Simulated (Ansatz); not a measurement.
## Where PBE holds and where it fails for fcc Ni

Programs: Ansatz (a quantum-chemistry and plane-wave program).

| property | PBE | LDA | PBEsol | HSE06 | PBE0 | reference | PBE less reference |
|---|---|---|---|---|---|---|---|
| lattice constant a (Å) | 3.519 | 3.423 | 3.463 | 3.511 | 3.511 | 3.508 | +0.31 % |
| bulk modulus B0 (GPa) | 197 | 255 | 229 | 180 | – | 192 | +2.6 % |
| cohesive energy (eV/atom) | 4.76 | 6.09 | 5.47 | – | – | 4.48 | +0.28 eV/atom |
| elastic constant C11 (GPa) | 283 | 351 | 326 | – | – | 261 | +8.4 % |
| elastic constant C44 (GPa) | 133 | 161 | 154 | – | – | 132 | +0.8 % |
| polycrystal shear modulus (GPa) | 98.6 | 116 | 113 | – | – | – | – |

PBE is well off the measurement for the cohesive energy (+0.28 eV/atom). It does well for the bulk modulus (+2.6 %), elastic constant C44 (+0.8 %). In between: lattice constant a (+0.31 %), elastic constant C11 (+8.4 %). Where no measured value is used, PBE differs from PBEsol by -12.7 % in the Voigt–Reuss–Hill shear modulus.

Low-temperature values still hold zero-point motion unless their source removed it.

Called good within 5.0 % for the bulk modulus, 5.0 % for the elastic constant C44.

Called well off clearly beyond 0.50 % for the lattice constant a, 10.0 % for the bulk modulus, 0.20 eV/atom for the cohesive energy, 10.0 % for the elastic constant C11, 10.0 % for the elastic constant C44 (bounds picked here from the quality of each reference).

The references are measured values: lattice constant a corrected to a static lattice, bulk modulus corrected to a static lattice, cohesive energy corrected to a static lattice, elastic constant C11 low temperature, elastic constant C44 low temperature.

Unless a row names a cell, each level is at its own relaxed cell.

Spin-polarised runs: PBE (parallel moments), LDA (parallel moments), PBEsol (parallel moments), HSE06 (parallel moments), PBE0 (parallel moments).

Ansatz's density-functional and Hartree–Fock values are scalar-relativistic unless marked +SOC, with PAW data made under PBE.

References as tabulated in Mejia-Rodriguez and Trickey (2018), arXiv:1807.09216; Li et al. (2021), arXiv:2102.01972.
